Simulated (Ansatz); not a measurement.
Where CCSD(T) holds and where it slips

Each species is computed at the geometry given (Å), with frozen cores, in Ansatz 0.2.0: RHF-CCSD(T) for singlets, UHF-CCSD(T) otherwise, and full CI in the same basis. The program picks the determinant by a search with trial CCSD, so it needn't be the lowest Hartree–Fock solution. States: AlGa singlet Σ⁺, HfH2 singlet Σg⁺ or Δg, PH2⁺ singlet A1. Cases whose determinant has another symmetry than full CI's state, or lies over 0.5 eV above the lowest of its kind, whose (Q) step broke down or whose higher cluster runs on it stay over 0.1 eV above full CI weren't drawn. No spin–orbit coupling is included; scalar relativity enters only through core potentials past Kr.

**Question.** Judging by size, spin and bonding and the diagnostics given, rank them by the size of CCSD(T)'s error in total energy against full CI in the same basis, smallest first (an estimate).
A. HfH2, singlet, def2-TZVP: Hf 0.000 0.000 0.000; H 0.000 0.000 -1.912; H 0.000 0.000 1.912. T1 0.011, (T) -93 meV in a correlation energy of -3.05 eV
B. PH2⁺, singlet, cc-pVTZ: P 0.000 -0.061 0.000; H 0.000 0.935 -1.026; H 0.000 0.935 1.026. T1 0.013, (T) -114 meV in a correlation energy of -4.21 eV
C. AlGa, singlet, cc-pVTZ: Al 0.000 0.000 0.000; Ga 0.000 0.000 3.254. T1 0.018, (T) -136 meV in a correlation energy of -3.60 eV

**Answer.** B (26.7 meV), A (41.8 meV), C (54.0 meV).

```json
{"species": "PH2⁺, singlet", "basis": "cc-pVTZ", "correlated electrons": "6", "CCSD(T) − full CI (meV)": "26.7", "CCSDT(Q) − full CI (meV)": "0.8", "unpaired electrons (full CI)": "0.09", "T1": "0.013", "⟨S²⟩ of the determinant": "0.00"}
{"species": "HfH2, singlet", "basis": "def2-TZVP", "correlated electrons": "6", "CCSD(T) − full CI (meV)": "41.8", "CCSDT(Q) − full CI (meV)": "1.0", "unpaired electrons (full CI)": "0.32", "T1": "0.011", "⟨S²⟩ of the determinant": "0.00"}
{"species": "AlGa, singlet", "basis": "cc-pVTZ", "correlated electrons": "6", "CCSD(T) − full CI (meV)": "54.0", "CCSDT(Q) − full CI (meV)": "5.5", "unpaired electrons (full CI)": "0.40", "T1": "0.018", "⟨S²⟩ of the determinant": "0.00"}
```

Unpaired electrons are Σ n²(2−n)² over natural occupations; an open shell counts its own unpaired electrons too. Frozen cores follow each run's orbitals, which moves totals by a few meV. RHF is unstable for AlGa, singlet in cc-pVTZ: UHF reaches ⟨S²⟩ = 1.05. RHF is unstable for HfH2, singlet in def2-TZVP: UHF reaches ⟨S²⟩ = 0.84. RHF is unstable for PH2⁺, singlet in cc-pVTZ: UHF reaches ⟨S²⟩ = 0.43.
